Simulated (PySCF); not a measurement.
Geometries of 2 isomers of C3H5FO, from PBE0-D3(BJ)/def2-SVP geometry optimisation, gas phase in PySCF. One conformer each, no zero-point energy, no frequencies.

Problem. Which is lower in electronic energy at this level?
A.
```xyz
10
angstrom
F      1.706    0.041    1.076
C      1.202    0.035   -0.197
C     -0.216    0.526   -0.189
C     -1.337   -0.403   -0.053
O     -0.991    0.152   -1.304
H      1.234   -0.989   -0.606
H      1.831    0.682   -0.832
H     -0.351    1.561    0.154
H     -1.135   -1.476    0.067
H     -2.279   -0.051    0.383
```
B.
```xyz
10
angstrom
O      2.371   -0.227   -0.239
C      1.280   -0.265    0.261
C      0.113    0.580   -0.181
C     -1.198   -0.177   -0.220
F     -1.519   -0.622    1.039
H      1.062   -0.947    1.122
H      0.348    1.022   -1.161
H      0.013    1.408    0.545
H     -2.010    0.475   -0.582
H     -1.135   -1.051   -0.892
```

Solution. B. That is `O=CCCF`, 20.9 kcal/mol below the other.

| SMILES | atoms numbered as above | E (Eh) | relative (kcal/mol) | relative (kJ/mol) | dipole (D) |
| --- | --- | --- | --- | --- | --- |
| O=CCCF | [O:1]=[CH:2][CH2:3][CH2:4][F:5] | -291.84161 | 0.0 | 0.0 | 2.31 |
| FC[C@@H]1CO1 | [F:1][CH2:2][C@@H:3]1[CH2:4][O:5]1 | -291.80828 | 20.9 | 87.5 | 0.51 |

As drawn, the lower has a C=O bond, which the higher lacks; the higher has a three-membered ring, which the lower lacks.
